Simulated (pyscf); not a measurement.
A first-order saddle from PySCF, ωB97X-D3(BJ)/def2-SVP:

```xyz
5

As    -0.0454     0.1998     0.2822
O      1.2395     0.5042    -0.7789
H      1.2622    -0.8360     1.1416
H     -0.5551    -1.2170    -0.1081
H      1.5753    -0.4418     0.3296
```

Surface: singlet, charge 0. Lowest wavenumbers (cm⁻¹): 2085i, 599, 810, 883, 910.

**Question.** What reaction is this the transition state of?

**Answer.** HO–AsH₂ ⇌ O=AsH + hydrogen (H₂), an elimination read from left to right: As–H, H–O broken and H–H formed. At ωB97M-D3(BJ)/def2-TZVP it lies +80.0 kcal/mol from the left side and +36.0 kcal/mol from the right (each side as separated species at their lowest minima found). At the saddle there is also a short As–H contact that neither side keeps. The same reactants have a lower exit, to HO–AsH• + H• (no saddle counted: cutting one bond costs +73.8 kcal/mol at ωB97M-D3(BJ)/def2-TZVP, against +80.0 kcal/mol here). O=AsH lies 7.5 kcal/mol over its isomer HO–As: [triplet] (electronic energy, ωB97M-D3(BJ)/def2-TZVP). This is the saddle that the search found; another between the same sides may lie lower. Elements up to Kr have no core potential and no relativistic terms here.
